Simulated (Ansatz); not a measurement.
One crystal and one scan (energy against volume) at two levels, PBE (plane waves to 420 eV, PAW, scalar-relativistic; Ansatz, a first-principles code) and PBEsol (plane waves to 420 eV, PAW, scalar-relativistic; Ansatz), each from its own relaxed cell and on its own mesh. The cell shown is that of PBE.

Pd (fcc, Cu type)

```
CELL_PARAMETERS angstrom
      0.00000     1.97130     1.97130
      1.97130     0.00000     1.97130
      1.97130     1.97130     0.00000
ATOMIC_POSITIONS crystal
  Pd 0.00000 0.00000 0.00000
```

The volume is varied about the relaxed value V₀ at fixed cell shape. Symmetry pins the atoms to their sites.

E stands for the smeared free energy. Pd is run without spin polarisation. Pd was relaxed with its symmetry unable to fall. The PAW data are Ansatz's earlier set. Percentages come from the unrounded values. Both scans cover V/V₀ from 0.900 to 1.100.

| quantity | PBE | PBEsol | PBE − PBEsol |
|---|---|---|---|
| Lattice constant a (Å) | 3.943 | 3.876 | +0.067 (+1.7 %) |
| Pressure at the smallest volume (GPa) | 23.7 | 28.6 | -4.9 (-17 %) |
| Energy cost of the largest compression (meV/atom) | 101 | 116 | -15 (-13 %) |
| Energy cost of the largest expansion (meV/atom) | 65 | 76 | -11 (-14 %) |
| Bulk modulus B₀ (third-order Birch-Murnaghan fit) (GPa) | 167.8 | 204.3 | -36.5 (-18 %) |
| Pressure derivative B₀′ (fit) | 5.6 | 5.4 | +0.2 (+3 %) |
| Pressure for 5 % compression (fit) (GPa) | 9.9 | 12.0 | -2.1 (-18 %) |

PBE gives the higher value for: lattice constant a. PBE gives the lower value for: pressure at the smallest volume; energy cost of the largest compression; energy cost of the largest expansion; bulk modulus B₀; pressure for 5 % compression. For the lattice constant a the reference is 3.876 Å (measured, corrected to the static lattice; as given in Daniel Mejia-Rodriguez, S. B. Trickey, Physical Review B (2018), arXiv:1807.09216): PBEsol lies nearer.  Neither level is exact: the differences show how much the result hangs on the functional.

ΔE (meV/atom), each from the relaxed starting cell of its own level:

| V/V₀ | PBE | PBEsol |
|---|---|---|
| 0.900 | 101 | 116 |
| 0.925 | 54 | 62 |
| 0.950 | 22 | 26 |
| 0.975 | 5 | 6 |
| 1.000 | 0 | 0 |
| 1.025 | 5 | 6 |
| 1.050 | 18 | 21 |
| 1.075 | 39 | 45 |
| 1.100 | 65 | 76 |

(A scan under strain: stresses follow from slopes of the energy per volume, elastic moduli from its curvatures.)
